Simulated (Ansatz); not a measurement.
A made-up structure of NaSiNH5 (charge +1), singlet:

N1  (-0.616, 0.821, -0.241)
Si2  (0.487, -0.762, 0.113)
Na3  (2.283, -0.909, 2.350)
H4  (-1.181, 0.677, -1.076)
H5  (-0.054, 1.655, -0.396)
H6  (-1.254, 1.024, 0.525)
H7  (1.015, -0.807, -1.289)
H8  (3.491, -0.267, 3.768)
(Å)

It is relaxed with PBE-D4/def2-SVP and then PBE0-D4/def2-TZVP (Ansatz 0.2.0). Atoms count as bonded within 1.22 times the sum of their covalent radii (H–H: 0.88 Å). The end point is not checked to be a true minimum.

Task: Does its bonding change? (Judge from chemistry; the calculation decides.)

Result: The calculation gives: Yes. Formed: Si2–H8; broken: Na3–H8.

Where it ends: The first stage lowers the energy by 3.89 eV in 33 steps. It ends as NaSiNH₅ ([NH3][SiH2][Na]), total charge +1:
```xyz
8
angstrom
N -0.3114 0.7463 0.1592
Si 1.3036 -0.2496 0.6595
Na 1.2742 -2.3132 2.6568
H -1.0386 0.1387 -0.2111
H -0.0928 1.4312 -0.5618
H -0.7104 1.2526 0.9464
H 1.6409 -0.5753 -0.7646
H 2.1059 0.9994 0.8695
```

Labels in which every atom is bracketed show which atoms are joined, not bond orders.

For scale, one of the runs: PBE0-D4/def2-TZVP relaxation, 130 basis functions, launched by `ansatz run in.yaml --threads 2 --pin off --events-out ev --progress --plain --max-ram 4352MiB`. Hardware: 2 CPU threads of an Arm Neoverse V1, shared host. Wall time about 18 s.
